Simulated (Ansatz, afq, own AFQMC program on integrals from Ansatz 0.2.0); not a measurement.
BPN, quartet: AFQMC among the cluster methods

```yaml
atoms:
  - { symbol: N, position_ang: [0.0000, 0.0000, -1.3826] }
  - { symbol: B, position_ang: [0.0000, 0.0000, -0.0487] }
  - { symbol: P, position_ang: [0.0000, 0.0000, 1.4313] }
```

Connectivity, by distances: N–B–P.

Basis cc-pVDZ. Noble-gas cores (and the filled d shells of Ga–Kr and In–Xe) are frozen. Integrals, coupled cluster, full CI and functionals: Ansatz 0.2.0; the random walks run on the same integrals in our own AFQMC program. ph-AFQMC/CISD is guided by a CISD state made of CCSD amplitudes; releasing the constraint for a short imaginary time cuts its bias at the price of noise, slowly where states lie close. Uncertainties: one standard error, sampling alone.

Determinant: UHF, the one that the program's search chose, which needn't be the lowest solution. The geometry is a point of a scan.

No full CI on the walks' own integrals is used here; CCSDT(Q) serves as the reference and is uncertain by about the last step of the cluster series.

Cautions: lower spins were not checked; unrestricted determinant spin contaminated (⟨S²⟩ 3.88 against 3.75).

The T1 diagnostic is 0.0333 and the weight of the determinant in the CISD state is 0.842. The ⟨S²⟩ of the determinant is 3.879 and the size of the correlated space is 13 electrons in 39 orbitals.

Reference: CCSDT(Q), correlation energy -8.102 eV. The released energy is read at 1.62 1/Eh, later times being too noisy (meV from the phaseless value at times in 1/Eh: -10 ± 18 at 0.24, -35 ± 18 at 0.51, -55 ± 20 at 0.99, -57 ± 21 at 1.62, 7 ± 23 at 2.40).

```csv
level,E − E(reference) (kJ/mol),share of correlation (%)
HF,781.8,0.00
MP2,147.5,81.13
CCSD,32.2,95.88
CCSD(T),6.7,99.14
CCSDT,2.1,99.73
ph-AFQMC/CISD,4.3 ± 1.1,99.45
released AFQMC,-1.2 ± 2.0,100.15
```

A walk keeps the symmetry of its determinant, which the program's search chose and which needn't be the lowest solution, so a lower state of the same spin and another symmetry isn't excluded. Released energies are given only where the last usable release times agree within the noise; a slower fall can still hide under it.
